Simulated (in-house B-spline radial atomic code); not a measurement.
## RPA and G0W0 on PBEsol: neutral neon

Configuration [He] 2s2 2p6, mean-field start PBEsol. Computed with a B-spline radial code for spherical atoms: all electrons, scalar-relativistic (spin-free one-electron X2C), finite nucleus, each spin shell either full or empty, empty states to l = 9 with an (l + 1/2)⁻⁴ tail; G0W0 by contour deformation at full frequency.

Command:
```bash
python run_gw.py task.json out
```
Settings (radii: box in bohr, nucleus in fm):
```
Z                        10
electrons                10
configuration            [He] 2s2 2p6
hamiltonian              x2c
method                   pbesol
lmax                     9
rms_radius               3.0055
spin_polarised           False
box_radius               40
intervals                74
```

Run time, properties included: 1.7 s on 1 thread of Arm Neoverse N1, with other jobs on the host.

Energies (hartree):

```json
{"term": "mean-field total", "value": "-128.66447"}
{"term": "Hartree-Fock functional on these orbitals", "value": "-128.67404"}
{"term": "direct second order", "value": "-0.75862"}
{"term": "second-order exchange", "value": "0.2643"}
{"term": "SOSEX correction", "value": "0.22669"}
```

(1) What is the RPA correlation energy, and what remains with SOSEX?

Quasi-particle levels (eV):

| level | occupied | mean field | Σx - vxc | Σc | QP weight | G0W0 |
| --- | --- | --- | --- | --- | --- | --- |
| 2p | yes | -13.268 | -10.59 | ? | ? | ? |

G0W0 = mean field + (Σx - vxc) + Σc, with Σc (partial-wave tail included) taken at the quasi-particle energy. Levels of low weight are left out.

(2) Where does G0W0 put 2p?

## Answers

(1) RPA gives -0.60863 hartree (-1.66 eV per electron); RPA + SOSEX gives -0.38194, and the second-order doubles -0.49432 hartree (no singles). SOSEX takes back 37 % of the RPA value.

(2) At -20.660 eV, with Σc = 3.20 eV and a quasi-particle weight of 0.810. The tabulated removal energy is 21.565 eV (NIST, measured).
